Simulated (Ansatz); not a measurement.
C2H3O (SMILES C[C]=O) moved off its minimum; all values from Ansatz (an electronic-structure program), cores frozen in correlated methods. Open shells are unrestricted.
(charge 0, multiplicity 2)
```xyz
6

C     -1.28736     0.13681     0.03996
C      0.21510    -0.30110     0.25848
O      1.20398     0.13432    -0.27570
H     -1.56269     0.18235     1.12162
H     -1.75285    -0.55483    -0.40020
H     -1.26836     0.94394    -0.41207
```

Question: Give the forces (eV/Å), the total energy and the dipole at CCSD(T)/cc-pVTZ.

Answer: 
```csv
atom,Fx,Fy,Fz
C1,5.115,-2.631,9.108
C2,0.866,0.403,-1.281
O3,-1.530,-0.483,0.782
H4,-0.542,0.356,-1.005
H5,-3.755,-5.617,-3.414
H6,-0.155,7.972,-4.189
```
Energy -152.8889 hartree, dipole 2.35 D.
